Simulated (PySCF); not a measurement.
Gas-phase reaction: C₃H₄ (propyne) + H₂ → C₃H₆ (cyclic)

Method: PySCF energies (xtb for GFN2) plus ideal-gas RRHO corrections (1 bar). The comparison is the NASA 1993 polynomial table, which mixes measured and estimated data. † marks an energy on the PBE0/def2-TZVP geometry and frequencies; other levels use their own. All species are closed-shell singlets. B3LYP is the form with VWN-RPA correlation.

Levels: a) PBE/def2-TZVP†; b) LDA/def2-TZVP†; c) PBE0/def2-TZVP; d) B3LYP/def2-TZVP†; e) GFN2-xTB.

Problem. Order the levels by the distance of their ΔH°(298 K) from the table for this reaction, closest first.

Solution. d (+8 kJ), a (-16 kJ), c (-35 kJ), e (-51 kJ), b (-62 kJ)

The table gives -131 kJ. The order holds for this reaction alone, and for the 1993 entries, some of which have been revised since.
